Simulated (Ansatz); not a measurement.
Saddle point of CH$_{6}$Si, singlet (CH₄Si ([CH3][SiH]) + H₂ → CH₆Si ([CH3][SiH3]); bonds formed: Si1–H3, Si1–H4; bonds broken: H3–H4), PBE0-D4/def2-TZVP structure:

```
8
angstrom
Si -1.0024 -0.1660 0.1031
C 0.6659 0.7093 0.3151
H -0.8566 -1.6813 0.3095
H -0.2832 -1.4920 -0.5962
H -1.5233 -0.0423 -1.2887
H 1.3027 0.1216 0.9803
H 0.5018 1.6745 0.7989
H 1.1952 0.8762 -0.6221
```

Energies are electronic, without zero-point energy. Barriers and step energies count from the start structure reached by relaxing down the imaginary mode; all methods use the PBE0-D4 structures, on which another method's saddle can fall below an end. Computed with Ansatz 0.2.0 (basis: def2-TZVPP, with def2-QZVPP for the basis limit); correlated methods freeze the cores. B3LYP uses VWN-RPA correlation. Extrapolation: Hartree–Fock as exp(−7.88 √X), correlation as X^−2.97.

```json
{"method": "SPW92", "barrier (eV)": "0.026", "step energy (eV)": "-2.209"}
{"method": "PBE-D4", "barrier (eV)": "0.141", "step energy (eV)": "-2.252"}
{"method": "BLYP-D4", "barrier (eV)": "0.236", "step energy (eV)": "-2.294"}
{"method": "r2SCAN-D4", "barrier (eV)": "0.109", "step energy (eV)": "-2.485"}
{"method": "B97M-V", "barrier (eV)": "0.121", "step energy (eV)": "-2.449"}
{"method": "PBE0-D4", "barrier (eV)": "0.197", "step energy (eV)": "-2.428"}
{"method": "B3LYP-D4", "barrier (eV)": "0.268", "step energy (eV)": "-2.442"}
{"method": "r2SCAN0-D4", "barrier (eV)": "0.183", "step energy (eV)": "-2.566"}
{"method": "BHLYP-D4", "barrier (eV)": "0.355", "step energy (eV)": "-2.645"}
{"method": "CAM-B3LYP-D4", "barrier (eV)": "0.278", "step energy (eV)": "-2.555"}
{"method": "wB97X-V", "barrier (eV)": "?", "step energy (eV)": "-2.603"}
{"method": "wB97M-V", "barrier (eV)": "0.302", "step energy (eV)": "-2.435"}
{"method": "B2PLYP", "barrier (eV)": "0.268", "step energy (eV)": "-2.532"}
{"method": "PBE-QIDH", "barrier (eV)": "?", "step energy (eV)": "-2.595"}
{"method": "RPA on PBE", "barrier (eV)": "0.267", "step energy (eV)": "-2.488"}
{"method": "HF", "barrier (eV)": "?", "step energy (eV)": "-2.937"}
{"method": "MP2", "barrier (eV)": "0.262", "step energy (eV)": "-2.604"}
{"method": "CCSD", "barrier (eV)": "0.316", "step energy (eV)": "-2.580"}
{"method": "CCSD(T)", "barrier (eV)": "0.273", "step energy (eV)": "-2.522"}
```

(1) Fill in the withheld barriers. (An estimate is asked for; the value comes from the calculation.)

No T1 diagnostic of these runs exceeds 0.013. The restricted Hartree–Fock reference is unstable towards an unrestricted one at one or more of these structures.

Results:

(1) The calculation gives: PBE-QIDH 0.246; HF 0.560; wB97X-V 0.277 eV. Each is the energy of the saddle less that of the start structure, by the same method.

For comparison, the barrier by CCSD(T) at an estimated basis limit (MP2 extrapolated from triple and quadruple zeta, plus CCSD(T) − MP2 in triple zeta) is 0.260 eV.

Losses and insertions of silylenes and their heavier kin drive the gas-phase chemistry of silicon and germanium vapour deposition.

Labels in which every atom is bracketed show which atoms are joined, not bond orders.

For scale, one of the runs: CCSD(T)/def2-TZVPP, 157 basis functions, launched by `ansatz run in.yaml --threads 2 --pin off --events-out ev --progress --plain --max-ram 4352MiB`. Hardware: 2 CPU threads of an Arm Neoverse V1, shared host. Wall time 9.5 s; peak host memory 1 GiB.
